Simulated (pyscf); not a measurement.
This saddle point was located with ωB97X-D3(BJ)/def2-SVP in PySCF.

```
Si
F 1 1.6272
O 1 1.6500 2 126.01
Si 3 1.6787 1 130.18 2 69.56
H 4 1.4865 3 111.72 1 -54.36
H 1 1.4886 2 99.21 3 -109.97
H 4 1.4889 5 109.50 3 116.99
H 4 1.4906 5 110.24 7 119.45
N 1 1.8816 6 100.24 2 113.01
H 9 1.0224 1 116.85 6 63.75
H 9 1.0224 10 110.04 1 133.94
H 9 1.2239 10 120.27 11 139.31
H 12 1.1307 9 139.27 10 114.81
```

Surface: singlet, charge 0. Lowest wavenumbers (cm⁻¹): 1424i, 68, 121, 145, 173.

**Question.** What reaction is this the transition state of?

**Answer.** F–SiH₂–O–SiH₃ + ammonia (NH₃) ⇌ H₂N–SiH(F)–O–SiH₃ + hydrogen (H₂), a four-centre exchange read from left to right: H–Si, H–N broken and N–Si, H–H formed. At ωB97M-D3(BJ)/def2-TZVP it lies +37.0 kcal/mol from the left side and +50.3 kcal/mol from the right (each side as separated species at their lowest minima found). On the reactant side the descent ends in an adduct with a N–Si contact (not fully relaxed), 7.6 kcal/mol under the separated species and 44.5 kcal/mol under the saddle at ωB97X-D3(BJ)/def2-TZVP. What is counted as formed (N–Si) is already present as a longer contact in the reactant adduct; forming that adduct is a step of its own. At the saddle there is also a short H–Si contact that neither side keeps. One saddle was located; it need not be the lowest between these sides.
